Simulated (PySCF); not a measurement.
PySCF input file for Al(Cl)3 anion (AlCl3), SMILES [Cl][Al]([Cl])[Cl] (connectivity only; charge and spin as stated), charge -1, multiplicity 2, C-PCM-ωB97X/def2-SVPD. The structure is a stationary point at PBE0-D3(BJ)/def2-SVPD. The spin state was assumed, not searched. The isomer is the one that the SMILES or the coordinates give; other isomers of the formula were not compared.

```python
import numpy as np
from pyscf import gto, scf, dft
from pyscf.solvent import pcm

mol = gto.M(
    atom='''
    Al   -0.00000000    0.00000000    0.64180444
    Cl    1.78850908   -1.03259620   -0.16359721
    Cl   -1.78850907   -1.03259620   -0.16359721
    Cl   -0.00000000    2.06519240   -0.16359721
    ''',
    basis='def2-SVPD',
    charge=-1,
    spin=1,
    max_memory=1600,
    verbose=3,
)
mf = dft.UKS(mol, xc='wb97x').density_fit(auxbasis='def2-universal-jkfit')
mf.grids.level = 3
mf.conv_tol = 1e-9
mf.max_cycle = 100
mf.kernel()
fine, coarse = mf.grids, dft.Grids(mol).set(level=1).build(with_non0tab=True)
for _ in range(3):  # follow internal instabilities
    mf.grids = coarse
    mo, _, stable, _ = mf.stability(return_status=True, nroots=4)
    mf.grids = fine
    if stable:
        break
    mf.kernel(mf.make_rdm1(mo, mf.mo_occ))
res = {}
for name, eps in {'water': 78.355, 'benzene': 2.2706, 'acetone': 20.493}.items():
    s = mf.PCM()
    s.with_solvent.method, s.with_solvent.eps, s.with_solvent.lebedev_order = 'C-PCM', eps, 29
    s.kernel(mf.make_rdm1())
    res[name] = (s.e_tot, eps, s.dip_moment(), s.mo_energy, s.converged)
    print(f'{name}: electrostatic solvation free energy {(s.e_tot - mf.e_tot) * 627.509474:.3f} kcal/mol')
```

Output:

```

WARN: HOMO -0.142126674879875 >= LUMO -0.14212667487988

converged SCF energy = -1622.80161985506  <S^2> = 0.75156235  2S+1 = 2.0015617
<class 'pyscf.df.df_jk.DFUKS'> wavefunction is stable in the internal stability analysis

WARN: PCM is an experimental feature. It is still in testing.
Features and APIs may be changed in the future.

converged SCF energy = -1622.87669633144  <S^2> = 0.75143122  2S+1 = 2.0014307

WARN: System has nonzero charge -1; the dipole moment is origin-dependent.
Location of origin: [0. 0. 0.]

Dipole moment(X, Y, Z, Debye): -0.00000,  0.00008,  0.47637
water: electrostatic solvation free energy -47.111 kcal/mol

WARN: PCM is an experimental feature. It is still in testing.
Features and APIs may be changed in the future.

converged SCF energy = -1622.84399020373  <S^2> = 0.75148839  2S+1 = 2.0014878

WARN: System has nonzero charge -1; the dipole moment is origin-dependent.
Location of origin: [0. 0. 0.]

Dipole moment(X, Y, Z, Debye): -0.00000,  0.00001,  0.22280
benzene: electrostatic solvation free energy -26.588 kcal/mol

WARN: PCM is an experimental feature. It is still in testing.
Features and APIs may be changed in the future.

converged SCF energy = -1622.87392866117  <S^2> = 0.75143622  2S+1 = 2.0014357

WARN: System has nonzero charge -1; the dipole moment is origin-dependent.
Location of origin: [0. 0. 0.]

Dipole moment(X, Y, Z, Debye): -0.00000,  0.00008,  0.45173
acetone: electrostatic solvation free energy -45.374 kcal/mol
```

The calculation finished and met its thresholds.

Cost: very roughly 80 core-seconds.
